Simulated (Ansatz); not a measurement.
## Relaxing YRuW3

All numbers below come from DFT PBE, scalar-relativistic, plane waves, PAW in Ansatz 0.2.0. Cutoff 420 eV, Γ-centred k mesh, Gaussian smearing, no spin polarisation in the final step.

YRuW3 was placed on the cubic perovskite structure type (Pm-3m, No. 221), with Y in place of Sr, Ru in place of Ti, W in place of O, at a guessed volume.

```
Y Ru W
1.0
     4.36478    0.00000    0.00000
     0.00000    4.36478    0.00000
     0.00000    0.00000    4.36478
Y Ru W
1 1 3
Direct
  0.00000 0.00000 0.00000
  0.50000 0.50000 0.50000
  0.00000 0.50000 0.50000
  0.50000 0.00000 0.50000
  0.50000 0.50000 0.00000
```

Cell and atoms relax at zero pressure; the relaxation can't lower the symmetry of the start. After a coarse first stage the cell is made exact in the group found at 0.06 Å.

Formation energies are uncorrected and refer to the elements' standard structures at the same level.

**Question.** Which crystal results?

**Answer.** It keeps Pm-3m (No. 221). The result still has the cubic perovskite structure. Conventional cell: a = 4.762 Å. Y has 12 W at 3.37 Å; Ru is coordinated by 6 W at 2.38 Å; W has 2 Ru at 2.38 Å.

```cif
data_structure
_symmetry_space_group_name_H-M 'Pm-3m'
_symmetry_Int_Tables_number 221
_cell_length_a 4.7622
_cell_length_b 4.7622
_cell_length_c 4.7622
_cell_angle_alpha 90.000
_cell_angle_beta 90.000
_cell_angle_gamma 90.000
_cell_volume 108.00
loop_
_atom_site_label
_atom_site_type_symbol
_atom_site_symmetry_multiplicity
_atom_site_Wyckoff_symbol
_atom_site_fract_x
_atom_site_fract_y
_atom_site_fract_z
_atom_site_occupancy
Y1 Y 1 a 0.00000 0.00000 0.00000 1
Ru1 Ru 1 b 0.50000 0.50000 0.50000 1
W1 W 3 c 0.00000 0.50000 0.50000 1
```

**Question.** What are its volume, energy, density and gap?

**Answer.** The volume per atom is 21.60 Å³ and the density is 11.40 g/cm³. The energy over the elements is 1.38 eV/atom and the gap on the 8×8×8 mesh is 0 eV (a metal).

The final run used a 8×8×8 mesh on its 5-atom cell and 0.10 eV smearing. The k mesh leaves about 4 meV/atom of noise in metals. Spin–orbit coupling is left out. Symmetry constrained the relaxation, so the result can be a saddle point.

Cost: 3 runs of about 0.89 core-minutes in all, on Arm Neoverse V1 (shared hosts).